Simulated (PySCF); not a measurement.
Na2, SMILES [Na][Na].

Geometry: PBE-D3(BJ)/def2-TZVPD.

All values below come from PySCF with PBE/def2-TZVPD.

Gas-phase values at a fixed geometry.

| Property | Value |
|---|---|
| total energy | -324.34943 hartree |
| point group | D∞h |
| highest occupied level | -3.14 eV |
| lowest empty level | -1.80 eV |
| orbital gap | 1.33 eV |
| dipole moment | 0.00 D |
| quadrupole, principal values (traceless, Buckingham form, about the centre of nuclear charge) | -5.86, -5.86, 11.72 D·Å |
| mean static polarisability | 239.7 bohr³ (35.51 Å³) |
| polarisability, principal values | 192.5, 192.5, 334.0 bohr³ |
